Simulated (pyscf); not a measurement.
Optimised with ωB97X-D3(BJ)/def2-SVP in PySCF.

Q: For the elementary gas-phase step :HSi–O–AsH₂ [singlet] + H₂ -> HO–AsH₂ + SiH₂ [singlet] (singlet surface; O–Si, H–H broken, H–O, H–Si formed), what barrier and reaction energy does ωB97M-D3(BJ)/def2-TZVP give, measured from the separated reactants?

A: ΔE‡ = 126.8 kJ/mol, ΔE = +127.9 kJ/mol. Zero-point energy shifts the barrier by +12.8 kJ/mol. It is a four-centre exchange, with an imaginary mode of 1434i cm⁻¹. On the product side the descent ends in an adduct with a O–Si contact, 97.1 kJ/mol under the separated species and 89.3 kJ/mol under the saddle at ωB97X-D3(BJ)/def2-TZVP. At ωB97M-D3(BJ) the saddle lies under the separated products, which points to a path from their complex (located at ωB97X-D3(BJ) alone), and parting the products costs more than the saddle. What is counted as broken (O–Si) persists as a longer contact in the product adduct; parting that adduct is a step of its own. At the saddle there is also a short H–Si contact that neither side keeps. :HSi–O–AsH₂ [singlet] lies 104.7 kJ/mol over its isomer HO–SiH=AsH (electronic energy, ωB97M-D3(BJ)/def2-TZVP). One saddle was located; it need not be the lowest between these sides. Elements up to Kr have no core potential and no relativistic terms here.
